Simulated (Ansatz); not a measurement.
Ansatz (a quantum-chemistry and plane-wave program) input (wB97X-V/def2-TZVPD):

Ansatz 0.2 input:
```yaml
crystal:
  periodic: [false, false, false]
  atoms:
    - {symbol: C, position_ang: [-0.00000000, -0.00000000, -0.62165074]}
    - {symbol: C, position_ang: [0.00000000, 0.00000000, 0.62165074]}
    - {symbol: H, position_ang: [0.00000000, 0.00000000, 1.70119702]}
    - {symbol: H, position_ang: [-0.00000000, -0.00000000, -1.70119702]}
basis:
  gaussian:
    orbitals: def2-TZVPD
hamiltonian:
  xc: {name: wB97X-V}
total_charge: 1
magnetization: {spin_polarized: true, initial_magnetization: 1}
output: {forces: true}
```

End of the output:

```
166 factors; integrals over basis functions are off by at most 7.7e-5 eV
mean field: 0.32 GiB planned
mean field evaluation 1: about -2091.1676 eV, gradient 2.1e1 eV
mean field evaluation 2: about -2092.8474 eV, gradient 8.3e0 eV
mean field evaluation 4: about -2093.1390 eV, gradient 7.2e-2 eV
mean field evaluation 8: about -2093.1247 eV, gradient 2.6e-3 eV
mean field -2093.12471130 eV, -76.9209143692 hartree, gradient 7.2e-5 eV, S^2 0.751514; 0 other end points of the search recorded, 0 dependent functions left out
the calculation of the forces begins
reference -2093.12471034 eV, -76.9209143342 hartree; 7, 6 occupied and 85, 86 virtual orbitals, 450 factors
Total energy: -2093.12471034 eV, -76.9209143342 hartree
Atom 0 at    -0.000000    -0.000000    -0.621651 Å, force     0.000000    -0.000000     0.111740 eV/Å
Atom 1 at     0.000000     0.000000     0.621651 Å, force     0.000000     0.000000    -0.111740 eV/Å
Atom 2 at     0.000000     0.000000     1.701197 Å, force    -0.000000     0.000000     0.111421 eV/Å
Atom 3 at    -0.000000    -0.000000    -1.701197 Å, force    -0.000000    -0.000000    -0.111421 eV/Å
Dipole moment:     0.000000     0.000000     0.000000 e Å
```
